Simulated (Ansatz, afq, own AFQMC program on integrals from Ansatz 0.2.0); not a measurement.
Where AFQMC and coupled cluster stand for B, doublet

A free B atom.

Basis cc-pVQZ. Noble-gas cores (and the filled d shells of Ga–Kr and In–Xe) are frozen. Ansatz 0.2.0 and our own AFQMC program on the same integrals; the CISD trial comes from CCSD amplitudes, and released means the phaseless constraint is let go. Free projection: walkers drawn from exp(T), propagated without any constraint. Its projection time is finite, and what remains of the start isn't in its error. ± is one standard error of the sampling.

Determinant: UHF, the one that the program's search chose, which needn't be the lowest solution.

Full CI on the same integrals is exact in this basis and with this determinant's frozen core.

Cautions: the ph-AFQMC/HF walk drifts between its halves (2.2 errors).

```
T1 diagnostic                               : 0.0148
weight of the determinant in the CISD state : 0.932
⟨S²⟩ of the determinant                     : 0.761
size of the correlated space                : 3 electrons in 54 orbitals
```

| level | correlation energy (eV) |
| --- | --- |
| MP2 | -1.2794 |
| CCSD | -1.8073 |
| CCSD(T) | -1.8468 |

Q: Estimate where phaseless AFQMC with a CISD trial lies against CCSD(T) on the same integrals.

A: 0.6 ± 0.08 kJ/mol below CCSD(T).

Reference: full CI, correlation energy -1.858 eV. The released energy is read at 1.50 1/Eh (meV from the phaseless value at times in 1/Eh: -1.2 ± 0.7 at 0.24, -1.9 ± 0.7 at 0.50, -2.2 ± 0.6 at 1.00, -2.8 ± 0.5 at 1.50).

```json
{"level": "CCSD(T)", "E − E(reference) (kJ/mol)": "1.1", "share of correlation (%)": "99.40"}
{"level": "ph-AFQMC/HF", "E − E(reference) (kJ/mol)": "14.8 ± 0.9", "share of correlation (%)": "91.73"}
{"level": "ph-AFQMC/CISD", "E − E(reference) (kJ/mol)": "0.5 ± 0.08", "share of correlation (%)": "99.74"}
{"level": "released AFQMC", "E − E(reference) (kJ/mol)": "0.2 ± 0.05", "share of correlation (%)": "99.89"}
{"level": "free AFQMC", "E − E(reference) (kJ/mol)": "-0.1 ± 0.08", "share of correlation (%)": "100.08"}
```

Free projections are given only where their last times agree within the noise and don't stop above the reference; a slow remainder of the start can still hide under it. A walk keeps the symmetry of its determinant, which the program's search chose and which needn't be the lowest solution, so a lower state of the same spin and another symmetry isn't excluded. Released energies are given only where the last usable release times agree within the noise; a slower fall can still hide under it.
